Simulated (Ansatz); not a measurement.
Run this with Ansatz 0.2.0, Python API and show what comes out.

The script, `c4h8os.py`:
```python
'''Single point of C4H8OS in a Gaussian basis.'''

from pathlib import Path
import json

import ansatz
import numpy as np

GEOMETRY = '''
C     2.19560   -0.35390    0.02360
S     1.03060    0.83040    0.74270
C    -0.47480    0.41050   -0.22000
C    -1.02170   -0.95850    0.16040
C    -1.50010    1.50570    0.02370
O    -2.69540    1.30860    0.23020
H     3.20000   -0.13380    0.39540
H     1.94140   -1.37510    0.31630
H     2.20560   -0.27030   -1.06620
H    -0.22760    0.44280   -1.28630
H    -1.27620   -1.01230    1.22510
H    -0.31300   -1.76010   -0.06820
H    -1.93890   -1.17400   -0.39990
H    -1.12560    2.54000   -0.07670
'''


def main() -> None:
    geometry = ansatz.Crystal.molecule()
    for line in GEOMETRY.strip().splitlines():
        symbol, *xyz = line.split()
        geometry = geometry.atom(symbol, [float(v) for v in xyz])

    job = (
        geometry.calculation()
        .basis(gaussian='6-31G*')
        .functional('R2SCAN0')
        .forces()
        .orbitals()
    )
    res = job.run(threads=1, runs_dir='c4h8os_runs')
    rep = res.report

    print('reference energy %16.6f eV' % rep['reference_energy_ev'])
    print('total energy     %16.6f eV' % rep['free_energy_ev'])
    print('occupied orbitals outside the frozen core (up, down):', rep['n_occupied'], ' frozen:', rep['n_frozen'], ' virtual:', rep['n_virtual'])

    state = rep['mean_field']['state']
    print(f'mean field: {state["energy"]["hartree"]:.7f} Ha, <S^2> = {abs(state["spin_squared"]):.4f}, stability: {state.get("stability", {}).get("kind")}')

    symbols = [site.symbol for site in geometry.cartesian_sites]
    print('forces (eV/A)')
    for symbol, f in zip(symbols, rep['forces_ev_ang']):
        print(f'  {symbol:2s} {f[0]:9.4f} {f[1]:9.4f} {f[2]:9.4f}')

    charges = rep['charge_distribution']
    dipole = np.array(charges['dipole_moment_e_ang']) * 4.803205
    print('dipole (D): {:.3f} {:.3f} {:.3f}, length {:.3f}'.format(*dipole, np.linalg.norm(dipole)))
    print('atom  Mulliken   Lowdin')
    for symbol, m, l in zip(symbols, charges['mulliken_charges_e'], charges['lowdin_charges_e']):
        print(f'{symbol:4s} {m:9.3f} {l:8.3f}')

    lines = Path(rep['orbitals_path']).read_text().splitlines()
    field_of = lambda key: [line.split('=')[1].strip() for line in lines if line.startswith(key)]
    orbitals = [(27.211386 * float(e), s, float(n)) for e, s, n in zip(field_of('Ene='), field_of('Spin='), field_of('Occup='))]
    homo = max(e for e, _, n in orbitals if n > 0.5)
    lumo = min(e for e, _, n in orbitals if n < 0.5)
    print(f'HOMO {homo:.3f} eV, LUMO {lumo:.3f} eV, gap {lumo - homo:.3f} eV')
    with open('c4h8os.json', 'w') as handle:
        json.dump({k: rep[k] for k in ('free_energy_ev', 'reference_energy_ev', 'n_occupied', 'n_virtual')}, handle, indent=1)


if __name__ == '__main__':
    main()
```

```console
$ python c4h8os.py
reference energy    -17154.708291 eV
total energy        -17154.708291 eV
occupied orbitals outside the frozen core (up, down): [28, 28]  frozen: 0  virtual: [82, 82]
mean field: -630.4239018 Ha, <S^2> = 0.0000, stability: minimum
forces (eV/A)
  C    -0.0535   -0.1479   -0.0521
  S     0.0613    0.1871   -0.2007
  C    -0.2887   -0.4397    0.8001
  C    -0.3366   -0.2571   -0.1765
  C    -2.0125   -0.1556   -0.1095
  O     2.3386    0.1139   -0.2446
  H    -0.2170    0.1051    0.0247
  H     0.0577    0.0843   -0.0848
  H     0.0154   -0.0217    0.0900
  H     0.0894    0.1173   -0.0410
  H     0.1407    0.1430   -0.2157
  H    -0.0052    0.1861    0.0524
  H     0.1175    0.1241    0.0517
  H     0.0929   -0.0389    0.1060
dipole (D): 2.530 -1.397 -1.709, length 3.358
atom  Mulliken   Lowdin
C       -0.695   -0.493
S        0.131    0.207
C       -0.409   -0.356
C       -0.529   -0.344
C        0.261   -0.051
O       -0.404   -0.077
H        0.227    0.152
H        0.217    0.134
H        0.209    0.136
H        0.229    0.163
H        0.210    0.146
H        0.181    0.127
H        0.205    0.140
H        0.168    0.117
HOMO -6.804 eV, LUMO -0.868 eV, gap 5.937 eV
```

`c4h8os.json`, as written:
```json
{
 "free_energy_ev": -17154.708290918104,
 "reference_energy_ev": -17154.708290918104,
 "n_occupied": [
  28,
  28
 ],
 "n_virtual": [
  82,
  82
 ]
}
```

What to keep in mind:
- Total energies depend on the basis set; only differences at equal settings carry meaning.
- The geometry is a force-field or estimated start, not a minimum of this method, and the basis set is short of its limit.
- The Löwdin charges here are taken after orthogonalising the functions within each atom; they differ from plain Löwdin charges, and their signs can be unphysical.
- Levels such as HOMO and LUMO are orbital energies: with these approximate functionals they aren't the ionisation energy and electron affinity, and their gap isn't the fundamental gap.
- Timing: 12 s on 1 thread of Arm Neoverse V1, with other jobs on the host, peak memory 0.33 GiB.
